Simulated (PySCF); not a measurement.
**Argon: a sound run and one with changed settings**

Sound run: Ar [Ar], Ar⁺ [Ne] 3s2 3p5. Calculation: PySCF 2.14, in pcseg-2 (5s4p2d1f, 34 functions); no relativity, point nucleus. In the sound run the correlated levels freeze [Ne]. The sound run starts from symmetry-adapted Hartree-Fock orbitals and uses a fine grid where one is needed.

Changed run: basis STO-3G. This setting is unsound on purpose.

```tsv
species	method	sound run (hartree)	changed run (hartree)	converged
Ar	UHF	-526.80572	-521.22288	yes
Ar	BP86	-527.59308	-521.87363	yes
Ar	MN15	-527.48800	-520.70444	yes
Ar	MP2	-526.99897	-521.22288	yes
Ar⁺	UHF	-526.26910	-520.72694	yes
Ar⁺	BP86	-527.01092	-521.33448	yes
Ar⁺	MN15	-526.90601	-520.15650	yes
Ar⁺	MP2	-526.42395	-520.72694	yes
```

Ionisation energy of Ar:

```tsv
method	sound run (eV)	changed run (eV)
UHF	14.602	13.495
BP86	15.841	14.671
MN15	15.837	14.910
MP2	15.647	13.495
SCS-MP2	15.546	13.495
```

A minimal basis cannot let orbitals breathe on ionisation and holds almost no correlation.

For comparison, NIST gives 15.760 eV between the lowest levels.
